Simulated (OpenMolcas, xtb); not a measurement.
How methods differ on BH2O (SMILES [BH]O)

The species is BH2O (4 atoms), meant as a doublet with charge 0. SMILES: `[BH]O`. The shape is that of a PBE0-D4/def2-TZVP optimisation.

```xyz
4

B    -0.0061   -0.4855    0.3883
O     0.1197    0.5445   -0.4486
H    -1.0642   -1.0324    0.5403
H     1.0061    0.9132   -0.5003
```

Each level gives the dipole moment (D). The values are calculated.

```
           level            kind     program  value (D)
        GFN2-xTB  semi-empirical         xtb       2.00
        GFN1-xTB  semi-empirical         xtb       2.06
     UHF/cc-pVTZ    Hartree–Fock  OpenMolcas       1.37
  USVWN5/cc-pVTZ             LDA  OpenMolcas       1.54
U-revPBE/cc-pVTZ             GGA  OpenMolcas       1.53
U-r2SCAN/cc-pVTZ        meta-GGA  OpenMolcas       1.50
  UBHLYP/cc-pVTZ   global hybrid  OpenMolcas       1.40
```

The values span 1.37 to 2.06 D.
